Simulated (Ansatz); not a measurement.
# Match the barriers

Saddle point of CH6SSi, singlet (CH₆SSi ([CH3][SiH2][SH]) → CH₄Si ([CH2][SiH2]) + H₂S; bonds formed: S2–H4; bonds broken: Si1–S2, C3–H4), PBE0-D4/def2-TZVP structure:

```xyz
9
angstrom
Si -0.7011 0.5419 0.3365
S 0.8807 0.6667 -1.7162
C -0.2685 -1.0925 0.6996
H 0.6440 -0.5095 -0.8422
H -1.9227 0.8804 -0.4273
H -0.1126 1.7039 1.0415
H 1.9026 1.0527 -0.9357
H 0.4763 -1.3243 1.4529
H -0.8986 -1.9195 0.3910
```

Ansatz 0.2.0; basis: def2-TZVPP, with def2-QZVPP for the basis limit; cores frozen in the correlated methods. Extrapolation: Hartree–Fock as exp(−7.88 √X), correlation as X^−2.97. Four methods, as single points on the PBE0-D4 structures, gave these electronic barriers from the start structure: 69.74, 74.88, 78.66, 93.48 kcal/mol.

The methods were, in alphabetical order, HF, MP2, PBE-D4, r2SCAN-D4. Which gave which? (A judgement: the text doesn't fix the answer.)

Computed: PBE-D4 69.74; r2SCAN-D4 74.88; MP2 78.66; HF 93.48 kcal/mol. For comparison, CCSD(T) at an estimated basis limit (MP2 extrapolated from triple and quadruple zeta, plus CCSD(T) − MP2 in triple zeta) gives 79.04 kcal/mol.

The T1 diagnostic stays at or below 0.014.

Labels in which every atom is bracketed show which atoms are joined, not bond orders.

For scale, one of the runs: CCSD(T)/def2-TZVPP, 199 basis functions, launched by `ansatz run in.yaml --threads 2 --pin off --events-out ev --progress --plain --max-ram 4352MiB`. The run took 29 s on 2 CPU threads of an AMD EPYC 9R14 (shared host), with 2.2 GiB of host memory at its peak.
